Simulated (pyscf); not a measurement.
Structures and frequencies: ωB97X-D3(BJ)/def2-SVP in PySCF.

Problem. `[OH][Ga]([OH])[OH]` + `[SH2]` → `[OH][Ga]([OH])[SH]` + `[OH2]`
Surface: singlet. Broken: Ga–O, H–S. Formed: Ga–S, H–O. Give ΔE‡ and ΔE from ωB97X-D3(BJ)/def2-TZVP, relative to the separated reactants.

Solution. ΔE‡ = -4.5 kcal/mol, ΔE = -9.5 kcal/mol. ωB97M-D3(BJ)/def2-TZVP gives -0.6 kcal/mol and -7.0 kcal/mol. Zero-point energy shifts the barrier by +0.3 kcal/mol. It is a four-centre exchange, with an imaginary mode of 784i cm⁻¹. On the reactant side the descent ends in an adduct with a Ga–S contact, 12.6 kcal/mol under the separated species and 8.2 kcal/mol under the saddle at ωB97X-D3(BJ)/def2-TZVP. On the product side the descent ends in an adduct with a Ga–O contact, 17.2 kcal/mol under the separated species and 22.2 kcal/mol under the saddle at ωB97X-D3(BJ)/def2-TZVP. At ωB97X-D3(BJ) the saddle lies under the separated reactants, which points to a path from their complex (located at ωB97X-D3(BJ) alone). What is counted as formed (Ga–S) is already present as a longer contact in the reactant adduct; forming that adduct is a step of its own. What is counted as broken (Ga–O) persists as a longer contact in the product adduct; parting that adduct is a step of its own. One saddle was located; it need not be the lowest between these sides. Elements up to Kr have no core potential and no relativistic terms here.
